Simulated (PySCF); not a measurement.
**Ionisation energy of Ar by level of theory**

Ar [Ar] (1S) → Ar⁺ [Ne] 3s2 3p5 (2P), as a difference of total energies. Computed with PySCF 2.14 in x2c-TZVPPall (5s5p3d1f, 42 functions), with the spin-free X2C one-electron Hamiltonian (Gaussian nucleus). Correlated levels: valence: [Ne] frozen; valence and next inner shell: 1s2 frozen. The calculations carry no spin-orbit coupling.

```
                                method  ionisation energy (eV)  plus first-order spin-orbit estimate  error of that sum (eV)
                                   UHF                  14.556                                14.498                  -1.262
                                   LDA                  15.962                                15.904                  +0.144
                                   PBE                  15.667                                15.609                  -0.151
                                  PBE0                  15.694                                15.636                  -0.124
                                r2SCAN                  15.749                                15.691                  -0.069
                               r2SCANh                  15.739                                15.681                  -0.079
                                 HSE06                  15.686                                15.628                  -0.132
                                  BLYP                  15.547                                15.489                  -0.271
                                PBEsol                  15.683                                15.625                  -0.135
                         MP2 (valence)                  15.671                                15.613                  -0.147
                     SCS-MP2 (valence)                  15.567                                15.509                  -0.251
    MP2 (valence and next inner shell)                  15.687                                15.629                  -0.131
SCS-MP2 (valence and next inner shell)                  15.579                                15.521                  -0.239
```

Reference: 15.760 eV (measured; NIST Atomic Spectra Database, ionization energies).

A first-order spin-orbit estimate (lowest level to lowest level, LS coupling) adds -0.058 eV.

Errors of the correlated levels include the incompleteness of this basis and the frozen core.
